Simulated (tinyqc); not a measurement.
LCCD on RHF in the sto-3g basis, for BH3, spin multiplicity 1, step by step (part 1 of 2). Computed by tinyqc, a small Python program that keeps every step (integrals from PySCF). Settings: charge = 0, multiplicity = 1, basis = sto-3g, method = RHF, energy threshold = 1e-10, iteration cap = 60, orthogonalisation = canonical, start = core, DIIS depth = 6, amplitude equations = LCCD, DIIS depth for amplitudes = 6, cap on updates = 51. Command: `OMP_NUM_THREADS=1 python tinyqc.py 26257 26258 out.jsonl` (the two numbers bound the seeds that draw the settings). One thread of a shared host (Intel(R) Xeon(R) Processor @ 2.60GHz), about 0.09 s of CPU time with the checks. The early iterations of the SCF are left out here.

## One-electron integrals

Geometry (angstrom):
```
atom,x,y,z
B,0.00000,0.00000,0.04300
H,1.24200,0.00000,0.00000
H,-0.62100,1.07600,0.00000
H,-0.62100,-1.07600,0.00000
```

Basis sto-3g: exponents (1/bohr^2) and contraction coefficients of normalised primitives:
```
element,l (shell),exponent,coefficient
B,s (1),48.79111,0.15433
B,s (1),8.88736,0.53533
B,s (1),2.40527,0.44463
B,s (2),2.23696,-0.09997
B,s (2),0.51982,0.39951
B,s (2),0.16906,0.70012
B,p (3),2.23696,0.15592
B,p (3),0.51982,0.60768
B,p (3),0.16906,0.39196
H,s (1),3.42525,0.15433
H,s (1),0.62391,0.53533
H,s (1),0.16886,0.44463
```

Overlap, kinetic and nuclear-attraction integrals over the contracted functions; the nuclear repulsion is the sum of Za Zb / Rab.

nuclear repulsion = 7.1238633 hartree

overlap S:
```
,1B 1s,1B 2s,1B 2px,1B 2py,1B 2pz,2H 1s,3H 1s,4H 1s
1B 1s,1.00000,0.26933,0.00000,0.00000,0.00000,0.05897,0.05892,0.05892
1B 2s,0.26933,1.00000,0.00000,0.00000,0.00000,0.44898,0.44881,0.44881
1B 2px,0.00000,0.00000,1.00000,0.00000,0.00000,0.46958,-0.23466,-0.23466
1B 2py,0.00000,0.00000,0.00000,1.00000,0.00000,0.00000,0.40660,-0.40660
1B 2pz,0.00000,0.00000,0.00000,0.00000,1.00000,-0.01626,-0.01625,-0.01625
2H 1s,0.05897,0.44898,0.46958,0.00000,-0.01626,1.00000,0.09251,0.09251
3H 1s,0.05892,0.44881,-0.23466,0.40660,-0.01625,0.09251,1.00000,0.09241
4H 1s,0.05892,0.44881,-0.23466,-0.40660,-0.01625,0.09251,0.09241,1.00000
```

kinetic energy T (hartree):
```
,1B 1s,1B 2s,1B 2px,1B 2py,1B 2pz,2H 1s,3H 1s,4H 1s
1B 1s,10.82630,-0.04797,0.00000,0.00000,0.00000,-0.01440,-0.01440,-0.01440
1B 2s,-0.04797,0.35917,0.00000,0.00000,0.00000,0.07580,0.07572,0.07572
1B 2px,0.00000,0.00000,1.12388,0.00000,0.00000,0.20385,-0.10182,-0.10182
1B 2py,0.00000,0.00000,0.00000,1.12388,0.00000,0.00000,0.17642,-0.17642
1B 2pz,0.00000,0.00000,0.00000,0.00000,1.12388,-0.00706,-0.00705,-0.00705
2H 1s,-0.01440,0.07580,0.20385,0.00000,-0.00706,0.76003,-0.01128,-0.01128
3H 1s,-0.01440,0.07572,-0.10182,0.17642,-0.00705,-0.01128,0.76003,-0.01128
4H 1s,-0.01440,0.07572,-0.10182,-0.17642,-0.00705,-0.01128,-0.01128,0.76003
```

nuclear attraction V (hartree):
```
,1B 1s,1B 2s,1B 2px,1B 2py,1B 2pz,2H 1s,3H 1s,4H 1s
1B 1s,-24.42459,-3.48335,-0.00001,0.00000,0.00177,-0.76679,-0.76619,-0.76619
1B 2s,-3.48335,-5.01193,-0.00010,0.00000,0.01578,-1.94898,-1.94800,-1.94800
1B 2px,-0.00001,-0.00010,-5.03743,0.00000,0.00000,-1.92118,0.95992,0.95992
1B 2py,0.00000,0.00000,0.00000,-5.03743,0.00000,0.00000,-1.66328,1.66328
1B 2pz,0.00177,0.01578,0.00000,0.00000,-4.86982,0.06955,0.06950,0.06950
2H 1s,-0.76679,-1.94898,-1.92118,0.00000,0.06955,-3.82252,-0.38733,-0.38733
3H 1s,-0.76619,-1.94800,0.95992,-1.66328,0.06950,-0.38733,-3.82190,-0.38693
4H 1s,-0.76619,-1.94800,0.95992,1.66328,0.06950,-0.38733,-0.38693,-3.82190
```

core Hamiltonian H = T + V (hartree):
```
,1B 1s,1B 2s,1B 2px,1B 2py,1B 2pz,2H 1s,3H 1s,4H 1s
1B 1s,-13.59829,-3.53132,-0.00001,0.00000,0.00177,-0.78119,-0.78058,-0.78058
1B 2s,-3.53132,-4.65276,-0.00010,0.00000,0.01578,-1.87318,-1.87228,-1.87228
1B 2px,-0.00001,-0.00010,-3.91355,0.00000,0.00000,-1.71732,0.85810,0.85810
1B 2py,0.00000,0.00000,0.00000,-3.91355,0.00000,0.00000,-1.48686,1.48686
1B 2pz,0.00177,0.01578,0.00000,0.00000,-3.74594,0.06249,0.06245,0.06245
2H 1s,-0.78119,-1.87318,-1.71732,0.00000,0.06249,-3.06248,-0.39861,-0.39861
3H 1s,-0.78058,-1.87228,0.85810,-1.48686,0.06245,-0.39861,-3.06187,-0.39821
4H 1s,-0.78058,-1.87228,0.85810,1.48686,0.06245,-0.39861,-0.39821,-3.06187
```

## Two-electron integrals

Functions are numbered as in S; the eight-fold symmetry (ij|kl) = (ji|kl) = (kl|ij) leaves the list below.

Two-electron integrals (ij|kl) in chemists' order, unique and non-zero (hartree):
```
i,j,k,l,(ij|kl)
1,1,1,1,2.92351
2,1,1,1,0.51838
2,1,2,1,0.10926
2,2,1,1,0.74423
2,2,2,1,0.19318
2,2,2,2,0.54480
3,1,3,1,0.02026
3,2,3,1,0.03000
3,2,3,2,0.12035
3,3,1,1,0.74249
3,3,2,1,0.19324
3,3,2,2,0.54468
3,3,3,3,0.58677
4,1,4,1,0.02026
4,2,4,1,0.03000
4,2,4,2,0.12035
4,3,4,3,0.03163
4,4,1,1,0.74249
4,4,2,1,0.19324
4,4,2,2,0.54468
4,4,3,3,0.52351
4,4,4,4,0.58677
5,1,5,1,0.02026
5,2,5,1,0.03000
5,2,5,2,0.12035
5,3,5,3,0.03163
5,4,5,4,0.03163
5,5,1,1,0.74249
5,5,2,1,0.19324
5,5,2,2,0.54468
5,5,3,3,0.52351
5,5,4,4,0.52351
5,5,5,5,0.58677
6,1,1,1,0.11314
6,1,2,1,0.02377
6,1,2,2,0.04216
6,1,3,1,0.00173
6,1,3,2,0.00318
6,1,3,3,0.04259
6,1,4,4,0.04195
6,1,5,1,-0.00006
6,1,5,2,-0.00011
6,1,5,3,-2.23e-05
6,1,5,5,0.04195
6,1,6,1,0.00533
6,2,1,1,0.26423
6,2,2,1,0.06960
6,2,2,2,0.21487
6,2,3,1,0.00767
6,2,3,2,0.04602
6,2,3,3,0.22677
6,2,4,4,0.20882
6,2,5,1,-0.00027
6,2,5,2,-0.00159
6,2,5,3,-0.00062
6,2,5,5,0.20884
6,2,6,1,0.01616
6,2,6,2,0.11518
6,3,1,1,0.24395
6,3,2,1,0.06513
6,3,2,2,0.21220
6,3,3,1,0.01332
6,3,3,2,0.07449
6,3,3,3,0.23458
6,3,4,4,0.20090
6,3,5,1,-0.00022
6,3,5,2,-0.00144
6,3,5,3,-0.00087
6,3,5,5,0.20092
6,3,6,1,0.01589
6,3,6,2,0.13334
6,3,6,3,0.16419
6,4,4,1,0.00709
6,4,4,2,0.03280
6,4,4,3,0.00868
6,4,5,4,-0.00030
6,4,6,4,0.01298
6,5,1,1,-0.00845
6,5,2,1,-0.00225
6,5,2,2,-0.00735
6,5,3,1,-0.00022
6,5,3,2,-0.00144
6,5,3,3,-0.00752
6,5,4,4,-0.00696
6,5,5,1,0.00710
6,5,5,2,0.03285
6,5,5,3,0.00870
6,5,5,5,-0.00756
6,5,6,1,-0.00055
6,5,6,2,-0.00462
6,5,6,3,-0.00524
6,5,6,5,0.01316
6,6,1,1,0.42028
6,6,2,1,0.11279
6,6,2,2,0.39316
6,6,3,1,0.01543
6,6,3,2,0.12172
6,6,3,3,0.43966
6,6,4,4,0.36965
6,6,5,1,-0.00053
6,6,5,2,-0.00421
6,6,5,3,-0.00242
6,6,5,5,0.36973
6,6,6,1,0.02673
6,6,6,2,0.26657
6,6,6,3,0.33591
6,6,6,5,-0.01163
6,6,6,6,0.77461
7,1,1,1,0.11305
7,1,2,1,0.02375
7,1,2,2,0.04212
7,1,3,1,-0.00086
7,1,3,2,-0.00159
7,1,3,3,0.04208
7,1,4,1,0.00150
7,1,4,2,0.00275
7,1,4,3,-0.00028
7,1,4,4,0.04240
7,1,5,1,-0.00006
7,1,5,2,-0.00011
7,1,5,3,1.11e-05
7,1,5,4,-1.93e-05
7,1,5,5,0.04192
7,1,6,1,0.00509
7,1,6,2,0.01476
7,1,6,3,0.01348
7,1,6,4,0.00061
7,1,6,5,-0.00050
7,1,6,6,0.02375
7,1,7,1,0.00533
7,2,1,1,0.26410
7,2,2,1,0.06957
7,2,2,2,0.21477
7,2,3,1,-0.00383
7,2,3,2,-0.02300
7,2,3,3,0.21320
7,2,4,1,0.00664
7,2,4,2,0.03984
7,2,4,3,-0.00777
7,2,4,4,0.22218
7,2,5,1,-0.00027
7,2,5,2,-0.00159
7,2,5,3,0.00031
7,2,5,4,-0.00054
7,2,5,5,0.20874
7,2,6,1,0.01476
7,2,6,2,0.07697
7,2,6,3,0.07101
7,2,6,4,0.00921
7,2,6,5,-0.00301
7,2,6,6,0.13667
7,2,7,1,0.01614
7,2,7,2,0.11509
7,3,1,1,-0.12189
7,3,2,1,-0.03254
7,3,2,2,-0.10603
7,3,3,1,0.00864
7,3,3,2,0.04320
7,3,3,3,-0.11110
7,3,4,1,-0.00270
7,3,4,2,-0.01804
7,3,4,3,0.01104
7,3,4,4,-0.10650
7,3,5,1,0.00011
7,3,5,2,0.00072
7,3,5,3,-0.00044
7,3,5,4,0.00024
7,3,5,5,-0.10039
7,3,6,1,-0.00621
7,3,6,2,-0.02752
7,3,6,3,-0.01866
7,3,6,4,-0.00234
7,3,6,5,0.00106
7,3,6,6,-0.04210
7,3,7,1,-0.00793
7,3,7,2,-0.06660
7,3,7,3,0.05072
7,4,1,1,0.21120
7,4,2,1,0.05639
7,4,2,2,0.18373
7,4,3,1,-0.00270
7,4,3,2,-0.01804
7,4,3,3,0.17747
7,4,4,1,0.01176
7,4,4,2,0.06404
7,4,4,3,-0.01045
7,4,4,4,0.19956
7,4,5,1,-0.00019
7,4,5,2,-0.00125
7,4,5,3,0.00024
7,4,5,4,-0.00072
7,4,5,5,0.17395
7,4,6,1,0.01198
7,4,6,2,0.06611
7,4,6,3,0.06077
7,4,6,4,0.01506
7,4,6,5,-0.00253
7,4,6,6,0.11773
7,4,7,1,0.01374
7,4,7,2,0.11540
7,4,7,3,-0.06542
7,4,7,4,0.12632
7,5,1,1,-0.00844
7,5,2,1,-0.00225
7,5,2,2,-0.00734
7,5,3,1,0.00011
7,5,3,2,0.00072
7,5,3,3,-0.00709
7,5,4,1,-0.00019
7,5,4,2,-0.00125
7,5,4,3,0.00024
7,5,4,4,-0.00737
7,5,5,1,0.00709
7,5,5,2,0.03283
7,5,5,3,-0.00435
7,5,5,4,0.00753
7,5,5,5,-0.00755
7,5,6,1,-0.00050
7,5,6,2,-0.00301
7,5,6,3,-0.00272
7,5,6,4,-0.00035
7,5,6,5,0.00802
7,5,6,6,-0.00560
7,5,7,1,-0.00055
7,5,7,2,-0.00461
7,5,7,3,0.00261
7,5,7,4,-0.00453
7,5,7,5,0.01314
7,6,1,1,0.05258
7,6,2,1,0.01385
7,6,2,2,0.04328
7,6,3,1,0.00065
7,6,3,2,0.00392
7,6,3,3,0.04370
7,6,4,1,0.00112
7,6,4,2,0.00679
7,6,4,3,0.00033
7,6,4,4,0.04408
7,6,5,1,-0.00009
7,6,5,2,-0.00054
7,6,5,3,-0.00008
7,6,5,4,-0.00014
7,6,5,5,0.04202
7,6,6,1,0.00310
7,6,6,2,0.01988
7,6,6,3,0.02132
7,6,6,4,0.00217
7,6,6,5,-0.00087
7,6,6,6,0.04166
7,6,7,1,0.00310
7,6,7,2,0.01987
7,6,7,3,-0.00877
7,6,7,4,0.01954
7,6,7,5,-0.00087
7,6,7,6,0.00431
7,7,1,1,0.42017
7,7,2,1,0.11276
7,7,2,2,0.39308
7,7,3,1,-0.00771
7,7,3,2,-0.06083
7,7,3,3,0.38707
7,7,4,1,0.01336
7,7,4,2,0.10540
7,7,4,3,-0.03031
7,7,4,4,0.42209
7,7,5,1,-0.00053
7,7,5,2,-0.00421
7,7,5,3,0.00121
7,7,5,4,-0.00210
7,7,5,5,0.36966
7,7,6,1,0.02376
7,7,6,2,0.13671
7,7,6,3,0.12303
7,7,6,4,0.02239
7,7,6,5,-0.00560
7,7,6,6,0.24550
7,7,7,1,0.02671
7,7,7,2,0.26645
7,7,7,3,-0.16785
7,7,7,4,0.29083
7,7,7,5,-0.01162
7,7,7,6,0.04166
7,7,7,7,0.77461
8,1,1,1,0.11305
8,1,2,1,0.02375
8,1,2,2,0.04212
8,1,3,1,-0.00086
8,1,3,2,-0.00159
8,1,3,3,0.04208
8,1,4,1,-0.00150
8,1,4,2,-0.00275
8,1,4,3,0.00028
8,1,4,4,0.04240
8,1,5,1,-0.00006
8,1,5,2,-0.00011
8,1,5,3,1.11e-05
8,1,5,4,1.93e-05
8,1,5,5,0.04192
8,1,6,1,0.00509
8,1,6,2,0.01476
8,1,6,3,0.01348
8,1,6,4,-0.00061
8,1,6,5,-0.00050
8,1,6,6,0.02375
8,1,7,1,0.00508
8,1,7,2,0.01475
8,1,7,3,-0.00726
8,1,7,4,0.01136
8,1,7,5,-0.00050
8,1,7,6,0.00288
8,1,7,7,0.02374
8,1,8,1,0.00533
8,2,1,1,0.26410
8,2,2,1,0.06957
8,2,2,2,0.21477
8,2,3,1,-0.00383
8,2,3,2,-0.02300
8,2,3,3,0.21320
8,2,4,1,-0.00664
8,2,4,2,-0.03984
8,2,4,3,0.00777
8,2,4,4,0.22218
8,2,5,1,-0.00027
8,2,5,2,-0.00159
8,2,5,3,0.00031
8,2,5,4,0.00054
8,2,5,5,0.20874
8,2,6,1,0.01476
8,2,6,2,0.07697
8,2,6,3,0.07101
8,2,6,4,-0.00921
8,2,6,5,-0.00301
8,2,6,6,0.13667
8,2,7,1,0.01475
8,2,7,2,0.07693
8,2,7,3,-0.04345
8,2,7,4,0.05687
8,2,7,5,-0.00301
8,2,7,6,0.01456
8,2,7,7,0.13663
8,2,8,1,0.01614
8,2,8,2,0.11509
8,3,1,1,-0.12189
8,3,2,1,-0.03254
8,3,2,2,-0.10603
8,3,3,1,0.00864
8,3,3,2,0.04320
8,3,3,3,-0.11110
8,3,4,1,0.00270
8,3,4,2,0.01804
8,3,4,3,-0.01104
8,3,4,4,-0.10650
8,3,5,1,0.00011
8,3,5,2,0.00072
8,3,5,3,-0.00044
8,3,5,4,-0.00024
8,3,5,5,-0.10039
8,3,6,1,-0.00621
8,3,6,2,-0.02752
8,3,6,3,-0.01866
8,3,6,4,0.00234
8,3,6,5,0.00106
8,3,6,6,-0.04210
8,3,7,1,-0.00726
8,3,7,2,-0.04345
8,3,7,3,0.03189
8,3,7,4,-0.03153
8,3,7,5,0.00166
8,3,7,6,-0.00644
8,3,7,7,-0.08084
8,3,8,1,-0.00793
8,3,8,2,-0.06660
8,3,8,3,0.05072
8,4,1,1,-0.21120
8,4,2,1,-0.05639
8,4,2,2,-0.18373
8,4,3,1,0.00270
8,4,3,2,0.01804
8,4,3,3,-0.17747
8,4,4,1,0.01176
8,4,4,2,0.06404
8,4,4,3,-0.01045
8,4,4,4,-0.19956
8,4,5,1,0.00019
8,4,5,2,0.00125
8,4,5,3,-0.00024
8,4,5,4,-0.00072
8,4,5,5,-0.17395
8,4,6,1,-0.01198
8,4,6,2,-0.06611
8,4,6,3,-0.06077
8,4,6,4,0.01506
8,4,6,5,0.00253
8,4,6,6,-0.11773
8,4,7,1,-0.01136
8,4,7,2,-0.05687
8,4,7,3,0.03153
8,4,7,4,-0.03553
8,4,7,5,0.00218
8,4,7,6,-0.01116
8,4,7,7,-0.09533
8,4,8,1,-0.01374
8,4,8,2,-0.11540
8,4,8,3,0.06542
8,4,8,4,0.12632
8,5,1,1,-0.00844
8,5,2,1,-0.00225
8,5,2,2,-0.00734
8,5,3,1,0.00011
8,5,3,2,0.00072
8,5,3,3,-0.00709
8,5,4,1,0.00019
8,5,4,2,0.00125
8,5,4,3,-0.00024
8,5,4,4,-0.00737
8,5,5,1,0.00709
8,5,5,2,0.03283
8,5,5,3,-0.00435
8,5,5,4,-0.00753
8,5,5,5,-0.00755
8,5,6,1,-0.00050
8,5,6,2,-0.00301
8,5,6,3,-0.00272
8,5,6,4,0.00035
8,5,6,5,0.00802
8,5,6,6,-0.00560
8,5,7,1,-0.00050
8,5,7,2,-0.00301
8,5,7,3,0.00166
8,5,7,4,-0.00218
8,5,7,5,0.00801
8,5,7,6,-0.00062
8,5,7,7,-0.00560
8,5,8,1,-0.00055
8,5,8,2,-0.00461
8,5,8,3,0.00261
8,5,8,4,0.00453
8,5,8,5,0.01314
8,6,1,1,0.05258
8,6,2,1,0.01385
8,6,2,2,0.04328
8,6,3,1,0.00065
8,6,3,2,0.00392
8,6,3,3,0.04370
8,6,4,1,-0.00112
8,6,4,2,-0.00679
8,6,4,3,-0.00033
8,6,4,4,0.04408
8,6,5,1,-0.00009
8,6,5,2,-0.00054
8,6,5,3,-0.00008
8,6,5,4,0.00014
8,6,5,5,0.04202
8,6,6,1,0.00310
8,6,6,2,0.01988
8,6,6,3,0.02132
8,6,6,4,-0.00217
8,6,6,5,-0.00087
8,6,6,6,0.04166
8,6,7,1,0.00288
8,6,7,2,0.01456
8,6,7,3,-0.00644
8,6,7,4,0.01116
8,6,7,5,-0.00062
8,6,7,6,0.00334
8,6,7,7,0.02535
8,6,8,1,0.00310
8,6,8,2,0.01987
8,6,8,3,-0.00877
8,6,8,4,-0.01954
8,6,8,5,-0.00087
8,6,8,6,0.00431
8,7,1,1,0.05252
8,7,2,1,0.01384
8,7,2,2,0.04324
8,7,3,1,-0.00129
8,7,3,2,-0.00782
8,7,3,3,0.04423
8,7,4,4,0.04346
8,7,5,1,-0.00009
8,7,5,2,-0.00054
8,7,5,3,0.00016
8,7,5,5,0.04198
8,7,6,1,0.00288
8,7,6,2,0.01455
8,7,6,3,0.01288
8,7,6,5,-0.00062
8,7,6,6,0.02533
8,7,7,1,0.00310
8,7,7,2,0.01985
8,7,7,3,-0.01252
8,7,7,4,0.01735
8,7,7,5,-0.00087
8,7,7,6,0.00334
8,7,7,7,0.04161
8,7,8,1,0.00310
8,7,8,2,0.01985
8,7,8,3,-0.01252
8,7,8,4,-0.01735
8,7,8,5,-0.00087
8,7,8,6,0.00334
8,7,8,7,0.00430
8,8,1,1,0.42017
8,8,2,1,0.11276
8,8,2,2,0.39308
8,8,3,1,-0.00771
8,8,3,2,-0.06083
8,8,3,3,0.38707
8,8,4,1,-0.01336
8,8,4,2,-0.10540
8,8,4,3,0.03031
8,8,4,4,0.42209
8,8,5,1,-0.00053
8,8,5,2,-0.00421
8,8,5,3,0.00121
8,8,5,4,0.00210
8,8,5,5,0.36966
8,8,6,1,0.02376
8,8,6,2,0.13671
8,8,6,3,0.12303
8,8,6,4,-0.02239
8,8,6,5,-0.00560
8,8,6,6,0.24550
8,8,7,1,0.02374
8,8,7,2,0.13663
8,8,7,3,-0.08084
8,8,7,4,0.09533
8,8,7,5,-0.00560
8,8,7,6,0.02535
8,8,7,7,0.24543
8,8,8,1,0.02671
8,8,8,2,0.26645
8,8,8,3,-0.16785
8,8,8,4,-0.29083
8,8,8,5,-0.01162
8,8,8,6,0.04166
8,8,8,7,0.04161
8,8,8,8,0.77461
```

## Orthogonalisation

S = U s U^T; canonical form X = U s^(-1/2), so that X^T S X = 1. Each column of U has its largest component positive (the first on a tie).

eigenvalues of S: 0.28269  0.37686  0.37692  0.95484  1.00188  1.53060  1.53067  1.94553

X:
```
,1,2,3,4,5,6,7,8
1B 1s,-0.36391,0.00051,0.00000,0.94775,0.18852,-0.00011,0.00000,0.18872
1B 2s,1.41690,-0.00147,0.00000,-0.03524,0.02604,-0.00022,0.00000,0.47046
1B 2px,0.00157,1.10469,0.00000,-0.00002,0.00000,0.59403,0.00000,0.00020
1B 2py,0.00000,0.00000,1.10466,0.00000,0.00000,0.00000,0.59399,0.00000
1B 2pz,-0.04635,0.00004,0.00000,-0.20339,0.97860,0.00000,0.00000,-0.01509
2H 1s,-0.68332,-0.97676,0.00000,-0.18830,-0.03765,0.44744,0.00000,0.29276
3H 1s,-0.68129,0.48944,-0.84640,-0.18841,-0.03767,-0.22390,0.38762,0.29251
4H 1s,-0.68129,0.48944,0.84640,-0.18841,-0.03767,-0.22390,-0.38762,0.29251
```

## Iteration 7 (converged): orbitals

converged F (hartree):
```
,1B 1s,1B 2s,1B 2px,1B 2py,1B 2pz,2H 1s,3H 1s,4H 1s
1B 1s,-7.41466,-2.17575,0.00000,0.00000,-0.00082,-0.48870,-0.48832,-0.48832
1B 2s,-2.17575,-1.08364,-0.00009,0.00000,0.01005,-0.53269,-0.53247,-0.53247
1B 2px,0.00000,-0.00009,-0.17323,0.00000,0.00001,-0.38599,0.19291,0.19291
1B 2py,0.00000,0.00000,0.00000,-0.17319,0.00000,0.00000,-0.33424,0.33424
1B 2pz,-0.00082,0.01005,0.00001,0.00000,0.24136,0.01006,0.01005,0.01005
2H 1s,-0.48870,-0.53269,-0.38599,0.00000,0.01006,-0.36956,-0.13262,-0.13262
3H 1s,-0.48832,-0.53247,0.19291,-0.33424,0.01005,-0.13262,-0.36936,-0.13250
4H 1s,-0.48832,-0.53247,0.19291,0.33424,0.01005,-0.13262,-0.13250,-0.36936
```

Diagonalise F' = X^T F X, C = X C', fill 4 alpha and 4 beta electrons from the bottom; D = 2 C_occ C_occ^T. Each column has its largest component positive (the first on a tie).

F' = X^T F X (hartree):
```
,1,2,3,4,5,6,7,8
1,0.56217,0.00042,0.00000,0.65565,0.12438,0.00004,0.00000,0.15194
2,0.00042,0.69937,0.00000,-0.00126,-0.00025,0.09165,0.00000,-0.00033
3,0.00000,0.00000,0.69932,0.00000,0.00000,0.00000,0.09162,0.00000
4,0.65565,-0.00126,0.00000,-6.06887,-1.32096,0.00112,0.00000,-2.35699
5,0.12438,-0.00025,0.00000,-1.32096,-0.03524,0.00024,0.00000,-0.50445
6,0.00004,0.09165,0.00000,0.00112,0.00024,-0.44011,0.00000,0.00049
7,0.00000,0.00000,0.09162,0.00000,0.00000,0.00000,-0.44010,0.00000
8,0.15194,-0.00033,0.00000,-2.35699,-0.50445,0.00049,0.00000,-1.65523
```

orbital energies (hartree): MO1 -7.42012, MO2 -0.64873, MO3 -0.44743, MO4 -0.44742, MO5 0.24107, MO6 0.63061, MO7 0.70664, MO8 0.70669

coefficients C:
```
,MO1,MO2,MO3,MO4,MO5,MO6,MO7,MO8
1B 1s,0.99107,-0.22618,0.00006,0.00000,-0.01525,-0.26117,0.00000,-0.00073
1B 2s,0.03575,0.57673,-0.00024,0.00000,0.06764,1.37563,0.00000,0.00409
1B 2px,0.00000,0.00015,0.50413,0.00000,0.00000,-0.00298,0.00000,1.14850
1B 2py,0.00000,0.00000,0.00000,0.50412,0.00000,0.00000,1.14846,0.00000
1B 2pz,-0.00020,-0.00626,0.00000,0.00000,0.99782,-0.07560,0.00000,-0.00021
2H 1s,-0.00605,0.27872,0.52391,0.00000,-0.02361,-0.71126,0.00000,-0.94081
3H 1s,-0.00605,0.27850,-0.26210,0.45379,-0.02363,-0.71494,-0.81284,0.46724
4H 1s,-0.00605,0.27850,-0.26210,-0.45379,-0.02363,-0.71494,0.81284,0.46724
```

D after iteration 7:
```
,1B 1s,1B 2s,1B 2px,1B 2py,1B 2pz,2H 1s,3H 1s,4H 1s
1B 1s,2.06673,-0.19003,0.00000,0.00000,0.00243,-0.13801,-0.13801,-0.13801
1B 2s,-0.19003,0.66780,-0.00007,0.00000,-0.00723,0.32081,0.32093,0.32093
1B 2px,0.00000,-0.00007,0.50830,0.00000,0.00000,0.52833,-0.26419,-0.26419
1B 2py,0.00000,0.00000,0.00000,0.50827,0.00000,0.00000,0.45753,-0.45753
1B 2pz,0.00243,-0.00723,0.00000,0.00000,0.00008,-0.00349,-0.00348,-0.00348
2H 1s,-0.13801,0.32081,0.52833,0.00000,-0.00349,0.70441,-0.11932,-0.11932
3H 1s,-0.13801,0.32093,-0.26419,0.45753,-0.00348,-0.11932,0.70445,-0.11927
4H 1s,-0.13801,0.32093,-0.26419,-0.45753,-0.00348,-0.11932,-0.11927,0.70445
```

Within a degenerate level the vectors are fixed only up to a rotation; this is one choice.

## Convergence

Stop when the energy changes by less than 1e-10 hartree and every element of the error matrix X^T (F D S - S D F) X is below 3e-06.

Course of the cycle:
```
iteration,E (hartree),change,largest element of the error matrix
1,-23.8600586,-,9.19e-01
2,-26.0455705,-2.19e+00,1.72e-01
3,-26.0580450,-1.25e-02,1.45e-02
4,-26.0581114,-6.64e-05,9.22e-04
5,-26.0581127,-1.34e-06,1.54e-04
6,-26.0581127,-1.33e-08,2.67e-06
7,-26.0581127,-6.95e-12,7.13e-07
```

PySCF RHF in the same basis = -26.0581127 hartree

Converged in 7 iterations.
